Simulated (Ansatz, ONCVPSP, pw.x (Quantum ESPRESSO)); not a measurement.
**What a changed setting does to a pw.x run (bcc Mo)**

Potential: optimised norm-conserving Vanderbilt (ONCV), ONCVPSP 4.0.1.1 (patched build), PBEsol; core [Ar] 3d10, reference 4s2 4p6 4d5 5s1; waves: 4s+5s: rc 1.55 bohr, ncon 3, nbas 7, qcut 8 1/bohr, 2 projectors; 4p: rc 1.45 bohr, ncon 3, nbas 7, qcut 11.1 1/bohr, 2 projectors, debl 0.5 Ha; 4d: rc 1.45 bohr, ncon 3, nbas 8, qcut 13.2 1/bohr, local; local part: the d channel; core correction: none. In the p channel the program set the typed energies aside and used -1.413, 0.250 Ha.

The reference run (k-mesh 15³, cutoffs 105/420 Ry, Fermi–Dirac 0.01 Ry, mixing_beta 0.4, conv_thr 1e-9, no spin) gives 0.90 GPa at 15.327 Å³/atom, where all-electron LAPW gives 0.24 GPa. This run, with its own iteration cap, changes degauss to 0.02.

```
&control
  calculation='scf', prefix='x', pseudo_dir='./', outdir='./tmp', tstress=.true., disk_io='none'
/
&system
  ibrav=0, nat=1, ntyp=1, ecutwfc=105, ecutrho=420, nbnd=15,
  occupations='smearing', smearing='fd', degauss=0.02
/
&electrons
  conv_thr=1e-09, mixing_beta=0.4, electron_maxstep=50
/
ATOMIC_SPECIES
Mo 1.0 Mo.UPF
CELL_PARAMETERS angstrom
  -1.56482481 1.56482481 1.56482481
  1.56482481 -1.56482481 1.56482481
  1.56482481 1.56482481 -1.56482481
ATOMIC_POSITIONS crystal
Mo 0.0000 0.0000 0.0000
K_POINTS automatic
15 15 15 0 0 0
```

```bash
pw.x < Mo.scf.in > Mo.scf.out
```

Q: How does the run end?

A: It converges in 8 iterations; the free energy moves by -62.8 meV/atom and the pressure by +0.45 GPa. In a metal, with Fermi–Dirac smearing, F lies below its zero-width value by a term in the square of the width.

```
Message from routine setup:
     using ibrav=0 with symmetry is DISCOURAGED, use correct ibrav instead
     lattice parameter (alat)  =       5.1218  a.u.
     unit-cell volume          =     103.4317 (a.u.)^3
     number of electrons       =        14.00
     number of Kohn-Sham states=           15
     kinetic-energy cutoff     =     105.0000  Ry
     charge density cutoff     =     420.0000  Ry
     scf convergence threshold =      1.0E-09
     Exchange-correlation= PBESOL
     number of k points=   120  Fermi-Dirac smearing, width (Ry)=  0.0200
     iteration #  1     ecut=   105.00 Ry     beta= 0.40
     total energy              =    -136.54574190 Ry
     estimated scf accuracy    <       0.12634031 Ry
     iteration #  2     ecut=   105.00 Ry     beta= 0.40
     total energy              =    -136.55310893 Ry
     estimated scf accuracy    <       0.01176890 Ry
     iteration #  3     ecut=   105.00 Ry     beta= 0.40
     total energy              =    -136.55458421 Ry
     estimated scf accuracy    <       0.00094397 Ry
     iteration #  4     ecut=   105.00 Ry     beta= 0.40
     total energy              =    -136.55461968 Ry
     estimated scf accuracy    <       0.00005127 Ry
     iteration #  5     ecut=   105.00 Ry     beta= 0.40
     total energy              =    -136.55462674 Ry
     estimated scf accuracy    <       0.00000151 Ry
     iteration #  6     ecut=   105.00 Ry     beta= 0.40
     total energy              =    -136.55462705 Ry
     estimated scf accuracy    <       0.00000004 Ry
     iteration #  7     ecut=   105.00 Ry     beta= 0.40
     total energy              =    -136.55462705 Ry
     estimated scf accuracy    <       0.00000002 Ry
     iteration #  8     ecut=   105.00 Ry     beta= 0.40
     the Fermi energy is    21.6790 ev
!    total energy              =    -136.55462705 Ry
     estimated scf accuracy    <          1.3E-10 Ry
     smearing contrib. (-TS)   =      -0.01272298 Ry
     The total energy is F=E-TS. E is the sum of the following terms:
     one-electron contribution =     -17.67705317 Ry
     hartree contribution      =      17.40651579 Ry
     xc contribution           =     -15.66467600 Ry
     ewald contribution        =    -120.60669069 Ry
     convergence has been achieved in   8 iterations
          total   stress  (Ry/bohr**3)                   (kbar)     P=       13.53
     Message from routine punch:
     Nothing written, as per user request (disk_io='none')
```

The run took about 20 s on one core of a shared host (Intel(R) Xeon(R) 6975P-C, 192 threads, 378 GiB, load 68).
